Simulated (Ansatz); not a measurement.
## Ansatz (development build ahead of 0.2.0) run

```yaml
crystal:
  periodic: [false, false, false]
  atoms:
    - { symbol: C, position_ang: [0.0, -1.00278, -0.07061] }
    - { symbol: O, position_ang: [0.0, -0.98882, 1.22214] }
    - { symbol: O, position_ang: [0.0, 0.15715, -0.91753] }
    - { symbol: C, position_ang: [0.0, 1.51146, -0.19845] }
    - { symbol: H, position_ang: [0.0, -1.9891, -0.75234] }
    - { symbol: H, position_ang: [0.0, 2.33852, -1.04518] }
    - { symbol: H, position_ang: [-0.96336, 1.62593, 0.48747] }
    - { symbol: H, position_ang: [0.96336, 1.62593, 0.48747] }
basis:
  gaussian: { orbitals: def2-TZVP }
hamiltonian:
  xc: hf
correlation:
  method: mp2
  frozen_orbitals: { C: 1, H: 0, O: 1 }
```

The input is written out in the form of the current development build from the run's settings.

Results

- Converged: yes
- Reference energy: -227.81573 hartree
- Correlation energy: -0.80958 hartree
- Total energy: -228.62531 hartree
- Spin squared of the determinant: 0.000

Caution: no unrestricted run beside it, a lower state can exist.
